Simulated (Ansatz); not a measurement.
Ansatz (an electronic-structure program) input (B3LYP/6-31G*):

Ansatz 0.2 input:
```yaml
crystal:
  periodic: [false, false, false]
  atoms:
    - {symbol: C, position_ang: [0.10288375, 0.09987263, 0.10259521]}
    - {symbol: H, position_ang: [-0.61910661, -0.61092518, 0.60957959]}
    - {symbol: H, position_ang: [0.60781232, -0.61420444, -0.61759771]}
    - {symbol: H, position_ang: [-0.60600819, 0.62589386, -0.60755312]}
basis:
  gaussian:
    orbitals: 6-31G*
hamiltonian:
  xc: {name: B3LYP}
total_charge: -1
phonons: {temperatures: {t_min: 298.15, t_max: 298.15, t_step: 100}}
```

Which harmonic wavenumbers does it give?

1125, 1521, 1521, 2664, 2702, 2702 cm⁻¹ (unscaled; negative means imaginary).
